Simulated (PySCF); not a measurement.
## Which orbitals make which state

Isovaleronitrile, C₅H₉N.
SMILES: `CC(CC#N)C`

Computed with PySCF, TDDFT PBE0/def2-SVPD, vertical, gas phase, core orbitals frozen in the response. Isolated species at its GFN2-xTB geometry (one conformer only). Torsions of this conformer, `[CH3:1][CH:2]([CH3:3])[CH2:4][C:5]#[N:6]`: C1–C2–C4–C5 -62°.

Orbital energies (eV): HOMO-3 -10.00, HOMO-2 -9.89, HOMO-1 -9.33, HOMO -9.22, LUMO 0.35, LUMO+1 1.01, LUMO+2 1.08.

Question: Among the lowest singlets, which states do these configurations lead, and at what energies: HOMO-2→LUMO, HOMO-3→LUMO?

Answer: 

```json
{"state": "S6", "leading configuration": "HOMO-2→LUMO", "weight": "0.92", "Δε (eV)": "10.24", "E (eV)": "9.05", "E − Δε (eV)": "-1.19", "f": "0.0083", "other configurations": "–"}
{"state": "S7", "leading configuration": "HOMO-3→LUMO", "weight": "0.83", "Δε (eV)": "10.35", "E (eV)": "9.14", "E − Δε (eV)": "-1.21", "f": "0.021", "other configurations": "–"}
```

E − Δε runs from -1.21 to -1.19 eV. Among themselves, these states come in the order of their orbital differences. Δε is the difference of the two orbital energies.

H and L stand for HOMO and LUMO. The other states: S1 7.88 eV, f 0.0000, H-1→L+2 (34%), H→L+1 (30%), H-1→L (20%); S2 8.18 eV, f 0.0094, H→L (37%), H-1→L+1 (30%), H→L+2 (20%); S3 8.22 eV, f 0.0024, H→L+1 (52%), H-1→L (18%), H-1→L+2 (14%); S4 8.64 eV, f 0.0084, H→L (56%), H→L+2 (21%), H-1→L+1 (10%); S5 8.73 eV, f 0.0011, H-1→L (55%), H-1→L+2 (24%), H-1→L+3 (12%); S8 9.30 eV, f 0.035, H-4→L (56%), H-4→L+2 (12%).

Triplets (Tamm–Dancoff): T1 6.47 eV, H-1→L+1 (33%), H→L+2 (30%), H→L (9%); T2 7.05 eV, H→L+1 (32%), H-1→L+2 (32%), H-1→L (12%); T3 7.06 eV, H-1→L+1 (41%), H→L+2 (25%), H→L (9%).

Summed over the main configurations (up to three a state, each over 8%) of all 8 singlets, the electron leaves HOMO-1 with weight 2.18, HOMO with weight 2.15, HOMO-2 with weight 0.92 and HOMO-3 with weight 0.83.

Hardware: one thread of an Arm Neoverse N1, on a shared host. Cost: 50 s of wall time.
